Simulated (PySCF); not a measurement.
C₄H₂O₂.
SMILES with atom numbers: `[O:1]=[CH:2][c:3]1[cH:4][c:5]1=[O:6]` (hydrogens: H7 on C2; H8 on C4)

Computed with PBE0-D3(BJ)/def2-SVP geometry optimisation, gas phase in PySCF 2.14.0.

(1) List the bond lengths, angles and torsions at this level.

Results:

(1) 
| bond | length (Å) | order |
| --- | --- | --- |
| O1=C2 | 1.201 | double |
| C2–C3 | 1.485 | single |
| C3–C4 | 1.349 | aromatic |
| C4–C5 | 1.436 | aromatic |
| C5=O6 | 1.195 | double |
| C3–C5 | 1.438 | aromatic |
| C2–H7 | 1.114 | single |
| C4–H8 | 1.093 | single |

Orders are formal, as drawn. A selection of angles:
| angle | degrees |
| --- | --- |
| O1–C2–C3 | 121.9 |
| O1–C2–H7 | 122.6 |
| C3–C2–H7 | 115.6 |
| C2–C3–C4 | 141.7 |
| C2–C3–C5 | 156.4 |
| C4–C3–C5 | 61.9 |
| C3–C4–C5 | 62.1 |
| C3–C4–H8 | 143.6 |
| C5–C4–H8 | 154.2 |
| C4–C5–O6 | 151.9 |
| C3–C5–C4 | 56.0 |
| C3–C5–O6 | 152.1 |

Torsions: O1–C2–C3–C4 -14° (synperiplanar). The mirror-image conformer, all signs reversed, is as good.

The C–C distances run from 1.349 Å (C3–C4, drawn aromatic) to 1.485 Å (C2–C3, drawn single), a spread of 0.136 Å. The 3-membered ring C3–C4–C5 has internal angles of 56.0° to 62.1°.

Point group: C1 (no symmetry element, even within 0.4 Å). PBE0-D3(BJ)/def2-SVP frequencies: not computed here. The numbers are those of one conformer.
